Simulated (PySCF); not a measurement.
**Dipole moment and polarisability of `C[C@@H]1C=C1F`**

Species: C4H5F.
Geometry (GFN2-xTB, Å), atoms numbered from 1 in this order:
```xyz
10
C4H5F angstrom
C     -1.2751    0.0038   -0.2088
C      0.0448    0.0390    0.5305
C      1.2788    0.6801   -0.1019
C      1.2550   -0.6127   -0.0283
F      1.8423   -1.7709   -0.2630
H     -1.8540    0.9004    0.0053
H     -1.8604   -0.8609    0.0990
H     -1.1093   -0.0533   -1.2821
H     -0.0673    0.0933    1.6117
H      1.7541    1.5858   -0.3849
```

Level: wB97X-D/def2-SVPD (PySCF), static field, nuclei fixed, core orbitals frozen in the response. The polarisability tensor in these axes (au):

```
x   50.77 -0.56 -2.23
y   -0.56 47.85 -0.33
z   -2.23 -0.33 39.63
```

Q: Give the principal values, the mean and the anisotropy Δα = √{½[(α1 − α2)² + (α2 − α3)² + (α1 − α3)²]}.

A: Principal values 39.18, 47.81 and 51.27 au; mean 46.09 au = 6.83 Å³ = 7.60 × 10⁻⁴⁰ C²·m²/J; Δα = 10.78 au (23 % of the mean).

Q: What is the dipole moment, and where does it point?

A: (-0.54, 1.19, 0.13) D, 1.31 D in size, pointing from the negative to the positive side. Measured along this direction, the outermost atoms are F5 at the negative end and H6 at the positive end.

Q: Traceless (Buckingham) quadrupole moment about the centre of nuclear charge: eigenvalues?

A: -3.01, -0.23, 3.23 D·Å. The values depend on the origin, since the dipole doesn't vanish. The electronic extent ⟨r²⟩ about the same centre is 417 bohr², a root-mean-square distance of 1.75 Å for the 38 electrons.

Q: Give the principal axes and the span of the nuclei along them.

A: Largest value along (0.97, -0.14, -0.18), where the nuclei span 4.02 Å; middle along (0.13, 0.99, -0.08), 3.32 Å; least along (0.19, 0.05, 0.98), 3.04 Å. The response follows the extents in order.

Q: What would n − 1 = 2πNα be for an ideal gas of these molecules at 273.15 K and 1 atm, electronic part alone?

A: N = p/kT = 2.6868 × 10¹⁹ cm⁻³, so n − 1 = 2π × N × 6.83 × 10⁻²⁴ cm³ = 1153 × 10⁻⁶ at long wavelengths.

Isolated species at its GFN2-xTB geometry, gas phase.
